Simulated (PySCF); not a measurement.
**Atomic charges against the basis set**

Compound: acrylonitrile, C3H3N.
Structure used (PBE0-D3(BJ)/def2-SVP), in Å, numbered top down from 1:
```xyz
7
C3H3N angstrom
C     -1.024    0.262   -0.002
C      0.094   -0.472   -0.038
C      1.402    0.096    0.042
N      2.470    0.543    0.105
H     -0.992    1.350    0.094
H     -2.003   -0.217   -0.067
H      0.053   -1.562   -0.134
```

PBE0 throughout (PySCF), one geometry, spherical d and f functions. Isolated species at its PBE0-D3(BJ)/def2-SVP geometry, gas phase.

Mulliken charges (e):

```csv
basis,functions,C1,C2,C3,N4,H5,H6,H7
pcSseg-0,42,-0.359,-0.114,+0.039,-0.346,+0.258,+0.248,+0.275
cc-pVDZ,71,+0.025,-0.086,-0.018,-0.133,+0.070,+0.071,+0.071
pcSseg-1,83,-0.117,-0.204,+0.103,-0.245,+0.151,+0.147,+0.164
aug-cc-pVDZ,119,+0.488,+1.115,-0.216,-0.271,-0.352,-0.314,-0.450
cc-pVTZ,162,-0.214,-0.103,-0.031,-0.088,+0.141,+0.140,+0.155
IGLO-III,170,-0.183,+0.003,+0.092,-0.296,+0.132,+0.127,+0.125
```

IAO charges (e):

```csv
basis,functions,C1,C2,C3,N4,H5,H6,H7
pcSseg-0,42,-0.241,-0.182,+0.125,-0.220,+0.169,+0.168,+0.181
cc-pVDZ,71,-0.247,-0.181,+0.128,-0.220,+0.170,+0.168,+0.181
pcSseg-1,83,-0.244,-0.181,+0.135,-0.231,+0.170,+0.168,+0.182
aug-cc-pVDZ,119,-0.254,-0.185,+0.139,-0.235,+0.175,+0.173,+0.187
cc-pVTZ,162,-0.254,-0.185,+0.138,-0.233,+0.175,+0.172,+0.186
IGLO-III,170,-0.254,-0.186,+0.141,-0.237,+0.176,+0.173,+0.187
```

Q: Which scheme is steadiest as the basis changes?

A: Largest range over the bases for any column: IAO 0.02 e, Mulliken 1.32 e. IAO charges move least and Mulliken charges most, counted in e.

Q: How much do the charges still move between the two largest bases, cc-pVTZ and IGLO-III?

A: At most, over all atoms: Mulliken 0.209 e, IAO 0.004 e.

Q: What do the same runs give for the total energy, the frontier levels and the dipole moment?

A: 
```json
{"basis": "pcSseg-0", "energy (Eh)": "-170.2376", "HOMO (eV)": "-8.58", "LUMO (eV)": "-1.63", "μ (D)": "4.04"}
{"basis": "cc-pVDZ", "energy (Eh)": "-170.6334", "HOMO (eV)": "-8.27", "LUMO (eV)": "-1.50", "μ (D)": "3.78"}
{"basis": "pcSseg-1", "energy (Eh)": "-170.6027", "HOMO (eV)": "-8.46", "LUMO (eV)": "-1.73", "μ (D)": "3.99"}
{"basis": "aug-cc-pVDZ", "energy (Eh)": "-170.6422", "HOMO (eV)": "-8.44", "LUMO (eV)": "-1.79", "μ (D)": "4.04"}
{"basis": "cc-pVTZ", "energy (Eh)": "-170.6794", "HOMO (eV)": "-8.40", "LUMO (eV)": "-1.70", "μ (D)": "3.98"}
{"basis": "IGLO-III", "energy (Eh)": "-170.6870", "HOMO (eV)": "-8.45", "LUMO (eV)": "-1.81", "μ (D)": "4.06"}
```

The dipole is fixed by the density alone, so its range of 0.28 D shows that the density itself changes with the basis, not only its division among atoms.
